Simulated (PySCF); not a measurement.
Species: C₂H₂F₃P.
Z-matrix (Å and degrees, PBE0-D3(BJ)/def2-SVP geometry), rows numbered from 1:
```
F 
C   1  1.3057
F   2  1.3087  1  111.80
C   2  1.3359  1  124.73  3  -179.78
F   4  1.3402  2  117.31  1    -1.12
P   4  1.8296  2  127.31  1   175.36
H   6  1.4302  4   98.41  2    74.62
H   6  1.4247  4   96.12  2   -20.00
```

Computed, not measured: EOM-IP-CCSD/aug-cc-pVDZ in PySCF, restricted Hartree–Fock reference, 10 core orbitals frozen, non-relativistic, gas phase, PBE0-D3(BJ)/def2-SVP geometry.

Hartree–Fock orbital energies give these Koopmans values (eV): HOMO 10.30, HOMO-1 11.35, HOMO-2 14.80, HOMO-3 14.96, HOMO-4 18.51, HOMO-5 18.77, HOMO-6 19.24, HOMO-7 19.38.

Problem. What vertical ionisation energies does EOM-IP-CCSD give?

Solution. 
```tsv
leading hole (HF orbital)	Koopmans (eV)	EOM-IP-CCSD (eV)	change (eV)	one-hole share
HOMO	10.30	9.80	-0.50	0.96
HOMO-1	11.35	10.82	-0.53	0.95
HOMO-2	14.80	13.30	-1.50	0.95
HOMO-3	14.96	14.05	-0.91	0.94
HOMO-4	18.51	15.76	-2.75	0.94
HOMO-6	19.24	16.37	-2.87	0.94
HOMO-5	18.77	16.40	-2.37	0.94
HOMO-7	19.38	16.54	-2.84	0.94
```

Problem. Does the order of the lines follow the orbital energies?

Solution. No: the HOMO-6 hole (16.37 eV) falls below the HOMO-5 hole (16.40 eV). The corrections run from -2.87 to -0.50 eV, with a mean of -1.78 eV over the 8 lines; no line lies above its Koopmans value. Koopmans values leave out both the relaxation of the orbitals and the change in correlation energy.

Problem. At what kinetic energies would He II light (40.81 eV) eject these electrons?

Solution. 31.01 eV (HOMO), 29.99 eV (HOMO-1), 27.51 eV (HOMO-2), 26.76 eV (HOMO-3), 25.05 eV (HOMO-4), 24.44 eV (HOMO-6), 24.41 eV (HOMO-5), 24.27 eV (HOMO-7).

Problem. What total energy has the lowest final state, and which wavelength reaches it?

Solution. E(CCSD) + ionisation energy = -716.96323 + 0.36003 = -716.60320 Eh, at the geometry of the initial state. The threshold wavelength is 1239.84 eV nm/9.80 eV = 126.5 nm.

Lines less than 0.15 eV apart could change places at a higher level. One root was sought for each valence orbital with −ε under 21 eV, eight at most, so deeper holes and satellites are missing; no vibrational structure.

One conformer stands for the species.
